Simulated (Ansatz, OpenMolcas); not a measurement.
**From Ansatz to OpenMolcas**

Ansatz 0.2.0 runs this on BHCl2 (SMILES [H]B(Cl)Cl):

run.yaml:
```yaml
crystal:
  periodic: [false, false, false]
  atoms:
    - {symbol: B, position_ang: [-0.067270, -0.112350, 0.001160]}
    - {symbol: Cl, position_ang: [1.633390, -0.145760, 0.012580]}
    - {symbol: Cl, position_ang: [-0.893540, 1.375320, -0.017490]}
    - {symbol: H, position_ang: [-0.672580, -1.117210, 0.003750]}
basis:
  gaussian: {orbitals: STO-3G}
total_charge: 0
hamiltonian: {xc: pbe0}
accuracy: high
```

```bash
$ ansatz run run.yaml --threads 1 --pin off --max-ram 2610MiB --events-out events.jsonl --progress --plain --runs-dir runs
```

Geometry: relaxed at GFN2-xTB.

It gives a total energy of -935.282584 Eh.

Problem. Translate the job to OpenMolcas 26.06 as an input file of the program's own.

Solution. This input was run:

coord.xyz:
```
4

B     -0.067270    -0.112350     0.001160
Cl     1.633390    -0.145760     0.012580
Cl    -0.893540     1.375320    -0.017490
H     -0.672580    -1.117210     0.003750
```

mol.inp:
```
* BCl2H Kohn-Sham DFT
>>> EXPORT MOLCAS_PRINT=2
&GATEWAY
BasLib=$CurrDir
Coord=coord.xyz
Basis=STO-3G
Group=NoSym
&SEWARD
GridInput
Grid=UltraFine
End of Grid
&SCF
KSDFT=PBE0
Thresholds=1e-10 1e-07 1e-07 1e-05
PrOrbitals=1 1
```

```bash
$ export MOLCAS_MEM=1860
$ pymolcas mol.inp > mol.log
```

(Basis files named in the input come from the Basis Set Exchange and aren't shown.)

Its energy is -935.282586 Eh, 0.002 mEh from the first.
